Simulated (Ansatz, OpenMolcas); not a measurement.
**AlO (oxoaluminum): methods side by side**

AlO: 2 atoms, total charge 0, spin state doublet. SMILES: `[O]=[Al]`. The shape comes from GFN2-xTB, which is rough for such elements, and wasn't checked as a minimum.

```xyz
2

O     0.0000    0.0000    0.0000
Al    0.0000    0.0000    1.5700
```

Each level gives the energy change with the O1–Al2 bond stretched from 1.570 to 2.355 Å (eV). The values are calculated.

| level | kind | program | value (eV) |
| --- | --- | --- | --- |
| UHF/6-31G | Hartree–Fock | Ansatz | 0.19 |
| U-revPBE/6-31G | GGA | Ansatz | 1.09 |
| U-r2SCAN/6-31G | meta-GGA | Ansatz | 1.25 |
| UB3LYP/6-31G | global hybrid | Ansatz | 1.00 |
| UHSE06/6-31G | range-separated hybrid | Ansatz | 1.00 |
| UB2PLYP/6-31G | double hybrid | Ansatz | 1.05 |
| UMP2/6-31G | perturbation theory | Ansatz | 0.12 |
| UBCCD(T)/6-31G | coupled cluster or CI | Ansatz | 0.94 |
| FCI/STO-3G | exact in the basis | OpenMolcas | 2.49 |

The first shape isn't each level's own minimum. The values span 0.12 to 2.49 eV. Spin contamination of the reference (⟨S²⟩ at least 0.1 too high) touches UHF/6-31G, UMP2/6-31G, UBCCD(T)/6-31G. All rows use very small basis sets, so none should be taken for the real molecule's value.
